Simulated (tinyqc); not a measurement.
Worked calculation (part 1 of 3): UKS/LDA (VWN5) in the sto-3g basis, for CH2, spin multiplicity 3. Computed by tinyqc, a small Python program that keeps every step (integrals from PySCF). Settings: charge = 0, multiplicity = 3, basis = sto-3g, energy threshold = 1e-10, iteration cap = 64, orthogonalisation = canonical, start = core, DIIS depth = 0, damping = 0.2, shift = 1.0, method = UKS, functional = lda,vwn, grid = [10, 14]. Command: `OMP_NUM_THREADS=1 python tinyqc.py 31452 31453 out.jsonl` (the two numbers bound the seeds that draw the settings). One thread of a shared host (Intel(R) Xeon(R) Processor @ 2.60GHz), about 2 s of CPU time with the checks. Later iterations appear only in the table of the cycle.

## One-electron integrals

Geometry (angstrom):
```
atom         x          y         z
C     0.000000   0.000000  0.000000
H     0.000000   0.910000  0.702000
H     0.000000  -0.910000  0.702000
```

Basis sto-3g: exponents (1/bohr^2) and contraction coefficients of normalised primitives:
```
element  l (shell)   exponent  coefficient
C            s (1)  71.616837     0.154329
C            s (1)  13.045096     0.535328
C            s (1)   3.530512     0.444635
C            s (2)   2.941249    -0.099967
C            s (2)   0.683483     0.399513
C            s (2)   0.222290     0.700115
C            p (3)   2.941249     0.155916
C            p (3)   0.683483     0.607684
C            p (3)   0.222290     0.391957
H            s (1)   3.425251     0.154329
H            s (1)   0.623914     0.535328
H            s (1)   0.168855     0.444635
```

Overlap, kinetic and nuclear-attraction integrals over the contracted functions; the nuclear repulsion is the sum of Za Zb / Rab.

nuclear repulsion = 5.81594078 hartree

overlap S, order 1C 1s, 1C 2s, 1C 2px, 1C 2py, 1C 2pz, 2H 1s, 3H 1s:
```
[[1.000000, 0.248362, 0.000000, 0.000000, 0.000000, 0.054232, 0.054232],
 [0.248362, 1.000000, 0.000000, 0.000000, 0.000000, 0.457173, 0.457173],
 [0.000000, 0.000000, 1.000000, 0.000000, 0.000000, 0.000000, 0.000000],
 [0.000000, 0.000000, 0.000000, 1.000000, 0.000000, 0.353304, -0.353304],
 [0.000000, 0.000000, 0.000000, 0.000000, 1.000000, 0.272549, 0.272549],
 [0.054232, 0.457173, 0.000000, 0.353304, 0.272549, 1.000000, 0.159055],
 [0.054232, 0.457173, 0.000000, -0.353304, 0.272549, 0.159055, 1.000000]]
```

kinetic energy T (hartree), order 1C 1s, 1C 2s, 1C 2px, 1C 2py, 1C 2pz, 2H 1s, 3H 1s:
```
[[15.891122, -0.085890, 0.000000, 0.000000, 0.000000, -0.011933, -0.011933],
 [-0.085890, 0.472250, 0.000000, 0.000000, 0.000000, 0.088545, 0.088545],
 [0.000000, 0.000000, 1.477728, 0.000000, 0.000000, 0.000000, 0.000000],
 [0.000000, 0.000000, 0.000000, 1.477728, 0.000000, 0.178950, -0.178950],
 [0.000000, 0.000000, 0.000000, 0.000000, 1.477728, 0.138047, 0.138047],
 [-0.011933, 0.088545, 0.000000, 0.178950, 0.138047, 0.760032, -0.006731],
 [-0.011933, 0.088545, 0.000000, -0.178950, 0.138047, -0.006731, 0.760032]]
```

nuclear attraction V (hartree), order 1C 1s, 1C 2s, 1C 2px, 1C 2py, 1C 2pz, 2H 1s, 3H 1s:
```
[[-34.573605, -4.420937, 0.000000, 0.000000, -0.018609, -0.982256, -0.982256],
 [-4.420937, -6.090848, 0.000000, 0.000000, -0.195352, -2.354239, -2.354239],
 [0.000000, 0.000000, -5.972477, 0.000000, 0.000000, 0.000000, 0.000000],
 [0.000000, 0.000000, 0.000000, -6.116292, 0.000000, -1.675345, 1.675345],
 [-0.018609, -0.195352, 0.000000, 0.000000, -6.058061, -1.342776, -1.342776],
 [-0.982256, -2.354239, 0.000000, -1.675345, -1.342776, -4.232567, -0.727638],
 [-0.982256, -2.354239, 0.000000, 1.675345, -1.342776, -0.727638, -4.232567]]
```

core Hamiltonian H = T + V (hartree), order 1C 1s, 1C 2s, 1C 2px, 1C 2py, 1C 2pz, 2H 1s, 3H 1s:
```
[[-18.682483, -4.506827, 0.000000, 0.000000, -0.018609, -0.994189, -0.994189],
 [-4.506827, -5.618598, 0.000000, 0.000000, -0.195352, -2.265694, -2.265694],
 [0.000000, 0.000000, -4.494749, 0.000000, 0.000000, 0.000000, 0.000000],
 [0.000000, 0.000000, 0.000000, -4.638564, 0.000000, -1.496395, 1.496395],
 [-0.018609, -0.195352, 0.000000, 0.000000, -4.580333, -1.204729, -1.204729],
 [-0.994189, -2.265694, 0.000000, -1.496395, -1.204729, -3.472535, -0.734369],
 [-0.994189, -2.265694, 0.000000, 1.496395, -1.204729, -0.734369, -3.472535]]
```

## Two-electron integrals

Functions are numbered as in S; the eight-fold symmetry (ij|kl) = (ji|kl) = (kl|ij) leaves the list below.

Two-electron integrals (ij|kl) in chemists' order, unique and non-zero (hartree):
```
(11|11) 3.541948    (21|11) 0.576921    (21|21) 0.111888    (22|11) 0.854682
(22|21) 0.205284    (22|22) 0.624709    (31|31) 0.020296    (32|31) 0.030858
(32|32) 0.137996    (33|11) 0.852436    (33|21) 0.205335    (33|22) 0.624568
(33|33) 0.672833    (41|41) 0.020296    (42|41) 0.030858    (42|42) 0.137996
(43|43) 0.036269    (44|11) 0.852436    (44|21) 0.205335    (44|22) 0.624568
(44|33) 0.600295    (44|44) 0.672833    (51|51) 0.020296    (52|51) 0.030858
(52|52) 0.137996    (53|53) 0.036269    (54|54) 0.036269    (55|11) 0.852436
(55|21) 0.205335    (55|22) 0.624568    (55|33) 0.600295    (55|44) 0.600295
(55|55) 0.672833    (61|11) 0.126775    (61|21) 0.024439    (61|22) 0.044756
(61|33) 0.044602    (61|41) 0.001184    (61|42) 0.002204    (61|44) 0.044901
(61|51) 0.000914    (61|52) 0.001700    (61|54) 0.000231    (61|55) 0.044780
(61|61) 0.005459    (62|11) 0.302981    (62|21) 0.073739    (62|22) 0.246769
(62|33) 0.240862    (62|41) 0.005561    (62|42) 0.038255    (62|44) 0.251827
(62|51) 0.004290    (62|52) 0.029511    (62|54) 0.008459    (62|55) 0.247387
(62|61) 0.016802    (62|62) 0.127585    (63|31) 0.007513    (63|32) 0.039574
(63|43) 0.007491    (63|53) 0.005779    (63|63) 0.015720    (64|11) 0.204030
(64|21) 0.050300    (64|22) 0.178490    (64|33) 0.169486    (64|41) 0.010821
(64|42) 0.065270    (64|44) 0.191889    (64|51) 0.002552    (64|52) 0.019822
(64|54) 0.011504    (64|55) 0.173903    (64|61) 0.012003    (64|62) 0.109628
(64|64) 0.108212    (65|11) 0.157394    (65|21) 0.038803    (65|22) 0.137692
(65|33) 0.130747    (65|41) 0.002552    (65|42) 0.019822    (65|44) 0.136471
(65|51) 0.009482    (65|52) 0.054866    (65|54) 0.011907    (65|55) 0.145711
(65|61) 0.009259    (65|62) 0.084570    (65|64) 0.071351    (65|65) 0.070763
(66|11) 0.452028    (66|21) 0.111896    (66|22) 0.425502    (66|33) 0.402887
(66|41) 0.010663    (66|42) 0.098293    (66|44) 0.445101    (66|51) 0.008226
(66|52) 0.075826    (66|54) 0.032565    (66|55) 0.428008    (66|61) 0.025877
(66|62) 0.277485    (66|64) 0.263420    (66|65) 0.203209    (66|66) 0.774606
(71|11) 0.126775    (71|21) 0.024439    (71|22) 0.044756    (71|33) 0.044602
(71|41) -0.001184   (71|42) -0.002204   (71|44) 0.044901    (71|51) 0.000914
(71|52) 0.001700    (71|54) -0.000231   (71|55) 0.044780    (71|61) 0.005308
(71|62) 0.015900    (71|64) 0.010316    (71|65) 0.008772    (71|66) 0.024052
(71|71) 0.005459    (72|11) 0.302981    (72|21) 0.073739    (72|22) 0.246769
(72|33) 0.240862    (72|41) -0.005561   (72|42) -0.038255   (72|44) 0.251827
(72|51) 0.004290    (72|52) 0.029511    (72|54) -0.008459   (72|55) 0.247387
(72|61) 0.015900    (72|62) 0.094668    (72|64) 0.057915    (72|65) 0.061159
(72|66) 0.163407    (72|71) 0.016802    (72|72) 0.127585    (73|31) 0.007513
(73|32) 0.039574    (73|43) -0.007491   (73|53) 0.005779    (73|63) 0.011028
(73|73) 0.015720    (74|11) -0.204030   (74|21) -0.050300   (74|22) -0.178490
(74|33) -0.169486   (74|41) 0.010821    (74|42) 0.065270    (74|44) -0.191889
(74|51) -0.002552   (74|52) -0.019822   (74|54) 0.011504    (74|55) -0.173903
(74|61) -0.010316   (74|62) -0.057915   (74|64) -0.025390   (74|65) -0.036654
(74|66) -0.091331   (74|71) -0.012003   (74|72) -0.109628   (74|74) 0.108212
(75|11) 0.157394    (75|21) 0.038803    (75|22) 0.137692    (75|33) 0.130747
(75|41) -0.002552   (75|42) -0.019822   (75|44) 0.136471    (75|51) 0.009482
(75|52) 0.054866    (75|54) -0.011907   (75|55) 0.145711    (75|61) 0.008772
(75|62) 0.061159    (75|64) 0.036654    (75|65) 0.049735    (75|66) 0.112390
(75|71) 0.009259    (75|72) 0.084570    (75|74) -0.071351   (75|75) 0.070763
(76|11) 0.089946    (76|21) 0.022023    (76|22) 0.077528    (76|33) 0.075143
(76|44) 0.077158    (76|51) 0.002044    (76|52) 0.015458    (76|55) 0.080203
(76|61) 0.004929    (76|62) 0.037355    (76|64) 0.027700    (76|65) 0.027146
(76|66) 0.078117    (76|71) 0.004929    (76|72) 0.037355    (76|74) -0.027700
(76|75) 0.027146    (76|76) 0.013456    (77|11) 0.452028    (77|21) 0.111896
(77|22) 0.425502    (77|33) 0.402887    (77|41) -0.010663   (77|42) -0.098293
(77|44) 0.445101    (77|51) 0.008226    (77|52) 0.075826    (77|54) -0.032565
(77|55) 0.428008    (77|61) 0.024052    (77|62) 0.163407    (77|64) 0.091331
(77|65) 0.112390    (77|66) 0.288861    (77|71) 0.025877    (77|72) 0.277485
(77|74) -0.263420   (77|75) 0.203209    (77|76) 0.078117    (77|77) 0.774606
```

## Orthogonalisation

S = U s U^T; canonical form X = U s^(-1/2), so that X^T S X = 1. Each column of U has its largest component positive (the first on a tie).

eigenvalues of S: [0.304807, 0.414535, 0.862618, 1.000000, 1.108672, 1.426410, 1.882958]

X, order 1C 1s, 1C 2s, 1C 2px, 1C 2py, 1C 2pz, 2H 1s, 3H 1s:
```
[[-0.296556, 0.000000, 0.773317, 0.000000, -0.605088, 0.000000, 0.165237],
 [1.190063, 0.000000, -0.359624, 0.000000, -0.319931, 0.000000, 0.426974],
 [0.000000, 0.000000, 0.000000, 1.000000, 0.000000, 0.000000, 0.000000],
 [0.000000, 1.008253, 0.000000, 0.000000, 0.000000, 0.636891, 0.000000],
 [0.646309, 0.000000, 0.619053, 0.000000, 0.633697, 0.000000, 0.226837],
 [-0.824272, -0.835394, -0.156021, 0.000000, 0.126335, 0.384338, 0.367433],
 [-0.824272, 0.835394, -0.156021, 0.000000, 0.126335, -0.384338, 0.367433]]
```

## Starting guess

The start is the orbitals of the core Hamiltonian; D(s) = C_occ C_occ^T for each spin.

D(alpha) at the start, order 1C 1s, 1C 2s, 1C 2px, 1C 2py, 1C 2pz, 2H 1s, 3H 1s:
```
[[1.074210, -0.316535, 0.000000, 0.000000, -0.032681, 0.042806, 0.042806],
 [-0.316535, 1.341788, 0.000000, 0.000000, 0.186258, -0.175336, -0.175336],
 [0.000000, 0.000000, 1.000000, 0.000000, 0.000000, 0.000000, 0.000000],
 [0.000000, 0.000000, 0.000000, 1.185366, 0.000000, -0.155417, 0.155417],
 [-0.032681, 0.186258, 0.000000, 0.000000, 1.121494, -0.136247, -0.136247],
 [0.042806, -0.175336, 0.000000, -0.155417, -0.136247, 0.054726, 0.013971],
 [0.042806, -0.175336, 0.000000, 0.155417, -0.136247, 0.013971, 0.054726]]
```

D(beta) at the start, order 1C 1s, 1C 2s, 1C 2px, 1C 2py, 1C 2pz, 2H 1s, 3H 1s:
```
[[1.059686, -0.256892, 0.000000, 0.000000, -0.138451, 0.046663, 0.046663],
 [-0.256892, 1.096852, 0.000000, 0.000000, 0.620621, -0.191175, -0.191175],
 [0.000000, 0.000000, 0.000000, 0.000000, 0.000000, 0.000000, 0.000000],
 [0.000000, 0.000000, 0.000000, 1.185366, 0.000000, -0.155417, 0.155417],
 [-0.138451, 0.620621, 0.000000, 0.000000, 0.351207, -0.108158, -0.108158],
 [0.046663, -0.191175, 0.000000, -0.155417, -0.108158, 0.053702, 0.012947],
 [0.046663, -0.191175, 0.000000, 0.155417, -0.108158, 0.012947, 0.053702]]
```

## Iteration 1: exchange-correlation on the grid

Becke grid with 10 radial and 14 angular points per atom, points of zero weight dropped. rho = sum D_ij phi_i phi_j; V_xc,ij = sum w v_xc phi_i phi_j; v_xc is d(rho eps)/d rho(s) for spin s.

The 12 grid points with the largest w rho, of 416 (bohr, atomic units):
```
x                  y          z         w  rho(alpha)  rho(beta)     eps_xc  v_xc(alpha)
0.000000    0.000000   1.455293  1.237112    0.101710   0.078814  -0.476452    -0.640073
0.840214   -0.840214  -0.840214  1.559100    0.097294   0.029945  -0.445083    -0.617108
-0.840214   0.840214  -0.840214  1.559100    0.097294   0.029945  -0.445083    -0.617108
-0.840214  -0.840214  -0.840214  1.559100    0.097294   0.029945  -0.445083    -0.617108
0.840214    0.840214  -0.840214  1.559100    0.097294   0.029945  -0.445083    -0.617108
0.000000   -1.455293   0.000000  0.984082    0.094920   0.088567  -0.477752    -0.630318
0.000000    1.455293   0.000000  0.984082    0.094920   0.088567  -0.477752    -0.630318
-0.840214   0.840214   0.840214  1.070894    0.094248   0.068130  -0.461804    -0.623612
0.840214   -0.840214   0.840214  1.070894    0.094248   0.068130  -0.461804    -0.623612
-0.840214  -0.840214   0.840214  1.070894    0.094248   0.068130  -0.461804    -0.623612
0.840214    0.840214   0.840214  1.070894    0.094248   0.068130  -0.461804    -0.623612
-1.455293   0.000000   0.000000  1.387416    0.097238   0.021591  -0.443951    -0.613531
```

electrons on the grid, sum of w rho = 7.917474

E_xc = sum of w rho eps_xc = -6.24088932 hartree

V_xc(alpha) (hartree), order 1C 1s, 1C 2s, 1C 2px, 1C 2py, 1C 2pz, 2H 1s, 3H 1s:
```
[[-2.160065, -0.343384, 0.000000, 0.000000, -0.001667, -0.075846, -0.075846],
 [-0.343384, -0.641447, 0.000000, 0.000000, -0.005129, -0.224174, -0.224174],
 [0.000000, 0.000000, -0.630918, 0.000000, 0.000000, 0.000000, 0.000000],
 [0.000000, 0.000000, 0.000000, -0.649277, 0.000000, -0.151514, 0.151514],
 [-0.001667, -0.005129, 0.000000, 0.000000, -0.648966, -0.118377, -0.118377],
 [-0.075846, -0.224174, 0.000000, -0.151514, -0.118377, -0.262520, -0.064366],
 [-0.075846, -0.224174, 0.000000, 0.151514, -0.118377, -0.064366, -0.262520]]
```

V_xc(beta) (hartree), order 1C 1s, 1C 2s, 1C 2px, 1C 2py, 1C 2pz, 2H 1s, 3H 1s:
```
[[-2.131622, -0.324113, 0.000000, 0.000000, -0.009468, -0.072370, -0.072370],
 [-0.324113, -0.541699, 0.000000, 0.000000, -0.063935, -0.202784, -0.202784],
 [0.000000, 0.000000, -0.510062, 0.000000, 0.000000, 0.000000, 0.000000],
 [0.000000, 0.000000, 0.000000, -0.590840, 0.000000, -0.142736, 0.142736],
 [-0.009468, -0.063935, 0.000000, 0.000000, -0.526789, -0.118782, -0.118782],
 [-0.072370, -0.202784, 0.000000, -0.142736, -0.118782, -0.248459, -0.059397],
 [-0.072370, -0.202784, 0.000000, 0.142736, -0.118782, -0.059397, -0.248459]]
```

## Iteration 1: building the Kohn-Sham matrix

J_ij = sum D_kl (ij|kl) with D = D(alpha) + D(beta); F = H + J + V_xc; E = tr D H + tr D J / 2 + E_xc + E_nn.

Coulomb J (hartree), order 1C 1s, 1C 2s, 1C 2px, 1C 2py, 1C 2pz, 2H 1s, 3H 1s:
```
[[12.405988, 2.423529, 0.000000, 0.000000, 0.026340, 0.532015, 0.532015],
 [2.423529, 5.531023, 0.000000, 0.000000, 0.108467, 2.129464, 2.129464],
 [0.000000, 0.000000, 5.502359, 0.000000, 0.000000, 0.000000, 0.000000],
 [0.000000, 0.000000, 0.000000, 5.561631, 0.000000, 1.509876, -1.509876],
 [0.026340, 0.108467, 0.000000, 0.000000, 5.512744, 1.187352, 1.187352],
 [0.532015, 2.129464, 0.000000, 1.509876, 1.187352, 3.512337, 0.659852],
 [0.532015, 2.129464, 0.000000, -1.509876, 1.187352, 0.659852, 3.512337]]
```

F(alpha) (hartree), order 1C 1s, 1C 2s, 1C 2px, 1C 2py, 1C 2pz, 2H 1s, 3H 1s:
```
[[-8.436560, -2.426682, 0.000000, 0.000000, 0.006063, -0.538020, -0.538020],
 [-2.426682, -0.729022, 0.000000, 0.000000, -0.092014, -0.360404, -0.360404],
 [0.000000, 0.000000, 0.376692, 0.000000, 0.000000, 0.000000, 0.000000],
 [0.000000, 0.000000, 0.000000, 0.273791, 0.000000, -0.138033, 0.138033],
 [0.006063, -0.092014, 0.000000, 0.000000, 0.283446, -0.135753, -0.135753],
 [-0.538020, -0.360404, 0.000000, -0.138033, -0.135753, -0.222718, -0.138883],
 [-0.538020, -0.360404, 0.000000, 0.138033, -0.135753, -0.138883, -0.222718]]
```

F(beta) (hartree), order 1C 1s, 1C 2s, 1C 2px, 1C 2py, 1C 2pz, 2H 1s, 3H 1s:
```
[[-8.408118, -2.407411, 0.000000, 0.000000, -0.001737, -0.534544, -0.534544],
 [-2.407411, -0.629274, 0.000000, 0.000000, -0.150820, -0.339014, -0.339014],
 [0.000000, 0.000000, 0.497548, 0.000000, 0.000000, 0.000000, 0.000000],
 [0.000000, 0.000000, 0.000000, 0.332228, 0.000000, -0.129255, 0.129255],
 [-0.001737, -0.150820, 0.000000, 0.000000, 0.405623, -0.136159, -0.136159],
 [-0.534544, -0.339014, 0.000000, -0.129255, -0.136159, -0.208658, -0.133914],
 [-0.534544, -0.339014, 0.000000, 0.129255, -0.136159, -0.133914, -0.208658]]
```

total energy of this density = -36.66804871 hartree

This density is the starting one.

## Iteration 1: diagonalisation and new density

A level shift of 1 hartree raises the virtual space: F + shift (S - S D(s) S), with D(s) the density of one spin. Diagonalise F' = X^T F X, C = X C', fill 5 alpha and 3 beta electrons from the bottom; D(s) = C_occ C_occ^T; the new density keeps 0.2 of the old one (damping). Each column has its largest component positive (the first on a tie).

F' = X^T F X (alpha) (hartree):
```
[[1.218091, 0.000000, 0.589177, 0.000000, -0.412230, 0.000000, -0.167118],
 [0.000000, 1.319547, 0.000000, 0.000000, 0.000000, -0.191622, 0.000000],
 [0.589177, 0.000000, -3.390732, 0.000000, 3.862894, 0.000000, -1.840670],
 [0.000000, 0.000000, 0.000000, 0.376692, 0.000000, 0.000000, 0.000000],
 [-0.412230, 0.000000, 3.862894, 0.000000, -3.749771, 0.000000, 1.989041],
 [0.000000, -0.191622, 0.000000, 0.000000, 0.000000, 0.257961, 0.000000],
 [-0.167118, 0.000000, -1.840670, 0.000000, 1.989041, 0.000000, -0.896396]]
```

orbital energies (alpha) (hartree): [-8.452152, -0.058515, 0.224431, 0.300860, 0.376692, 1.353077, 1.391001]

coefficients C (alpha), order 1C 1s, 1C 2s, 1C 2px, 1C 2py, 1C 2pz, 2H 1s, 3H 1s:
```
[[0.987224, -0.261638, 0.000000, 0.104894, 0.000000, 0.000000, -0.159160],
 [0.053098, 0.847585, 0.000000, -0.414067, 0.000000, 0.000000, 0.968283],
 [0.000000, 0.000000, 0.000000, 0.000000, 1.000000, 0.000000, 0.000000],
 [0.000000, 0.000000, 0.801142, 0.000000, 0.000000, -0.883389, 0.000000],
 [0.006026, 0.205155, 0.000000, 0.885607, 0.000000, 0.000000, 0.653869],
 [-0.012095, 0.138058, 0.234597, 0.111821, 0.000000, 0.889136, -0.907207],
 [-0.012095, 0.138058, -0.234597, 0.111821, 0.000000, -0.889136, -0.907207]]
```

F' = X^T F X (beta) (hartree):
```
[[1.258018, 0.000000, 0.581512, 0.000000, -0.418480, 0.000000, -0.140555],
 [0.000000, 1.362067, 0.000000, 0.000000, 0.000000, -0.162473, 0.000000],
 [0.581512, 0.000000, -2.795974, 0.000000, 4.432873, 0.000000, -1.873139],
 [0.000000, 0.000000, 0.000000, 1.497548, 0.000000, 0.000000, 0.000000],
 [-0.418480, 0.000000, 4.432873, 0.000000, -3.153555, 0.000000, 1.949239],
 [0.000000, -0.162473, 0.000000, 0.000000, 0.000000, 0.292946, 0.000000],
 [-0.140555, 0.000000, -1.873139, 0.000000, 1.949239, 0.000000, -0.860246]]
```

orbital energies (beta) (hartree): [-8.421970, 0.004600, 0.268801, 1.304913, 1.386213, 1.497548, 1.560701]

coefficients C (beta), order 1C 1s, 1C 2s, 1C 2px, 1C 2py, 1C 2pz, 2H 1s, 3H 1s:
```
[[0.988172, -0.232055, 0.000000, -0.221418, 0.000000, 0.000000, -0.006344],
 [0.049644, 0.735164, 0.000000, 1.100101, 0.000000, 0.000000, 0.277651],
 [0.000000, 0.000000, 0.000000, 0.000000, 0.000000, 1.000000, 0.000000],
 [0.000000, 0.000000, 0.778184, 0.000000, 0.903678, 0.000000, 0.000000],
 [0.009119, 0.372536, 0.000000, -0.113789, 0.000000, 0.000000, 1.049836],
 [-0.011817, 0.168236, 0.257361, -0.700488, -0.882816, 0.000000, -0.579318],
 [-0.011817, 0.168236, -0.257361, -0.700488, 0.882816, 0.000000, -0.579318]]
```

D(alpha) after iteration 1, order 1C 1s, 1C 2s, 1C 2px, 1C 2py, 1C 2pz, 2H 1s, 3H 1s:
```
[[1.058097, -0.233526, 0.000000, 0.000000, 0.029597, -0.020505, -0.020505],
 [-0.233526, 0.982494, 0.000000, 0.000000, -0.116743, 0.020991, 0.020991],
 [0.000000, 0.000000, 1.000000, 0.000000, 0.000000, 0.000000, 0.000000],
 [0.000000, 0.000000, 0.000000, 0.750536, 0.000000, 0.119273, -0.119273],
 [0.029597, -0.116743, 0.000000, 0.000000, 0.885439, 0.074575, 0.074575],
 [-0.020505, 0.020991, 0.000000, 0.119273, 0.074575, 0.080342, -0.015866],
 [-0.020505, 0.020991, 0.000000, -0.119273, 0.074575, -0.015866, 0.080342]]
```

D(beta) after iteration 1, order 1C 1s, 1C 2s, 1C 2px, 1C 2py, 1C 2pz, 2H 1s, 3H 1s:
```
[[1.036204, -0.148612, 0.000000, 0.000000, -0.089641, -0.031241, -0.031241],
 [-0.148612, 0.653715, 0.000000, 0.000000, 0.343586, 0.060240, 0.060240],
 [0.000000, 0.000000, 0.000000, 0.000000, 0.000000, 0.000000, 0.000000],
 [0.000000, 0.000000, 0.000000, 0.721529, 0.000000, 0.129136, -0.129136],
 [-0.089641, 0.343586, 0.000000, 0.000000, 0.181334, 0.028421, 0.028421],
 [-0.031241, 0.060240, 0.000000, 0.129136, 0.028421, 0.086482, -0.027644],
 [-0.031241, 0.060240, 0.000000, -0.129136, 0.028421, -0.027644, 0.086482]]
```
